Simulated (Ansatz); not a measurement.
A nudged elastic band was laid between two geometries of FH₄Si₂ (7 atoms, charge 0, multiplicity 2).

All numbers below come from UKS PBE0/def2-SVP in Ansatz.

```yaml
movable_images: 5
climbing_image: yes
spring: 5.0 eV/Å²
optimiser: quadratic models (default)
start_path: IDPP
force_threshold: 0.05 eV/Å
iteration_limit: 60
end_points: relaxed
```

Initial state:

```xyz
7
Properties=species:S:1:pos:R:3
F -0.427 -2.009 1.298
Si -0.283 -1.369 -0.201
Si 0.467 0.850 -0.069
H -1.619 -1.506 -0.873
H 0.549 1.363 -1.472
H -0.452 1.725 0.724
H 1.826 0.879 0.548
```

Final state:

```xyz
7
Properties=species:S:1:pos:R:3
F 0.230 -2.420 0.191
Si -0.701 -1.111 0.502
Si 0.453 0.858 -0.045
H -1.978 -1.279 -0.269
H 0.862 0.908 -1.484
H -0.474 1.996 0.245
H 1.669 0.980 0.814
```

Problem. Which bonds break or form, and what moves?

Solution. No bond is made or broken. The height of Si2 over the plane of its neighbours goes from 0.56 to -0.56 Å. The two ends are copies of one structure, up to a mirror image or an exchange of like atoms. The height can change sign by an inversion or by a turn that exchanges like atoms.

Problem. Give the energies along the band, and the barrier.

Solution. It converged. The highest image is number 3 of 0 to 6, 34.0 kJ/mol above the ends, which have the same energy within 2 meV. A vibrational analysis at the climbing image gives 2 clearly imaginary modes (535i, 63i cm⁻¹): a point of higher order, so a lower path passes nearby.

```tsv
image	path coordinate (Å)	energy (kJ/mol)	height of Si2 over the plane of its neighbours (Å)
0	0.00	0.0	0.56
1	0.45	0.8	0.55
2	0.90	4.8	0.47
3	1.35	34.0	0.00
4	1.80	4.7	-0.47
5	2.25	0.8	-0.55
6	2.70	0.0	-0.56
```

Problem. What is the geometry of the highest image?

Solution. 
```xyz
7
Properties=species:S:1:pos:R:3
F 0.065 -2.289 0.901
Si -0.646 -1.113 0.017
Si 0.444 0.906 -0.092
H -1.917 -1.583 -0.579
H 0.820 1.273 -1.493
H -0.377 2.025 0.468
H 1.673 0.712 0.733
```

The run took 98 s on 1 thread of Arm Neoverse V1, with other jobs on the host, peak memory 0.17 GiB.
